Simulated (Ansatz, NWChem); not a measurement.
## NCO (nco radical): the vertical ionisation energy from total energies

NCO: 3 atoms, total charge 0, spin state doublet. SMILES: `[N]=C=O`. The coordinates come from a PBE0-D4/def2-TZVP relaxation.

| atom | x (Å) | y (Å) | z (Å) |
| --- | --- | --- | --- |
| N | 0.9682 | 0.4231 | 0.5792 |
| C | -0.0138 | -0.0060 | -0.0083 |
| O | -0.9544 | -0.4171 | -0.5710 |

Both states at this one shape; open shells run unrestricted unless said. 1 Eh = 27.2114 eV.

```tsv
level	program	doublet NCO (Eh)	singlet NCO+ (Eh)
UB3LYP/6-31G* (spherical functions)	Ansatz	-167.996789	-167.499829
UB3LYP/cc-pVTZ	Ansatz	-168.067214	-167.566224
UCAM-B3LYP/6-31G* (spherical functions)	NWChem	-167.926951	-167.426278
```

Task: Work out the vertical ionisation energy at each level.

Result: 
1. UB3LYP/6-31G* (spherical functions): -167.499829 − (-167.996789) = 0.496960 Eh = 13.52 eV.
2. UB3LYP/cc-pVTZ: -167.566224 − (-168.067214) = 0.500990 Eh = 13.63 eV.
3. UCAM-B3LYP/6-31G* (spherical functions): -167.426278 − (-167.926951) = 0.500673 Eh = 13.62 eV.

No measured value is set beside it here; the levels span 13.52 to 13.63 eV.
